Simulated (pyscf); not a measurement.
Structures and frequencies: ωB97X-D3(BJ)/def2-SVP in PySCF. Correlated levels are frozen-core, on RHF or UHF. ΔMP2 is the change of the MP2 total energy from the triple- to the quadruple-zeta basis.

**Question.** For H₂C=CH–F (SMILES C=CF) -> HC≡CH (SMILES C#C) + HF (SMILES F), an elimination (singlet surface; C–H, C–F broken, F–H formed), PBE/def2-TZVP gives ΔE‡ = 71.5 kcal/mol and ΔE = +35.6 kcal/mol (zero: the reactant's lowest minimum found). In which direction and how far do B3LYP-D3(BJ)/def2-TZVP, ωB97M-D3(BJ)/def2-TZVP, CCSD(T)/def2-TZVPP + ΔMP2(QZVPP) move these?

**Answer.** B3LYP-D3(BJ): ΔE‡ = 77.2 kcal/mol, ΔE = +33.0 kcal/mol; ωB97M-D3(BJ): ΔE‡ = 77.1 kcal/mol, ΔE = +31.7 kcal/mol; CCSD(T): ΔE‡ = 78.3 kcal/mol, ΔE = +26.5 kcal/mol. PBE's barrier lies under all of them, by 5.6 to 6.8 kcal/mol. Its reaction energy lies over all of them, by 2.6 to 9.1 kcal/mol. Low barriers are usual for a GGA, whose delocalisation error favours stretched bonds. On the product side the descent ends in a complex, 5.3 kcal/mol under the separated species and 50.7 kcal/mol under the saddle at ωB97X-D3(BJ)/def2-TZVP. The same reactants have a lower exit, to H₃C–C:–F [singlet] (barrier +68.4 kcal/mol at ωB97M-D3(BJ), against +77.1 kcal/mol here). One saddle was located; it need not be the lowest between these sides. The CCSD(T) − MP2 part came from Ansatz, without density fitting, on the same reference.
